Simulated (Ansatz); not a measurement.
Compare A (`C=C=O`) with its isomer B (`C#CO`).

Isolated molecules relaxed with PBE0-D4/def2-TZVP in Ansatz; ΔE leaves out vibrations. CCSD(T)/CBS is frozen-core, at the limit of the def2 triple- and quadruple-zeta sets. DFT in def2-TZVPP. B3LYP here is the variant with VWN-RPA as its local correlation; programs differ in this. Each species was taken in one conformer, which may not be the lowest.

Question: Which is lower in electronic energy at CCSD(T)/CBS, and by how much? (An estimate is asked.)

Answer: The calculation gave: A, by 138.5 kJ/mol.

Question: Give E(B) − E(A) in kJ/mol with MP2/def2-TZVPP, BLYP-D4, ωB97M-V, B2PLYP, CCSD/def2-TZVPP, B3LYP-D4, CCSD(T)/def2-TZVPP. (Estimate.)

Answer: Ansatz gave: MP2/def2-TZVPP 142.4, BLYP-D4 160.3, ωB97M-V 149.5, B2PLYP 151.0, CCSD/def2-TZVPP 141.2, B3LYP-D4 155.3, CCSD(T)/def2-TZVPP 143.5. None reverses the order clearly.

Question: Does the order hold for the free energy at 298.15 K (harmonic terms from PBE0-D4)? (Estimate.)

Answer: Computed: Yes: G(B) − G(A) = +138.1 kJ/mol, for one conformer each.

Largest T1 diagnostic: 0.016.

At CCSD(T), def2-SVP lies +13.2 kJ/mol from the extrapolated value and def2-TZVPP +4.9 kJ/mol. From PBE to PBE0 (25 % exact exchange), in def2-TZVPP and without D4, E(B) − E(A) moves by −5.7 kJ/mol.
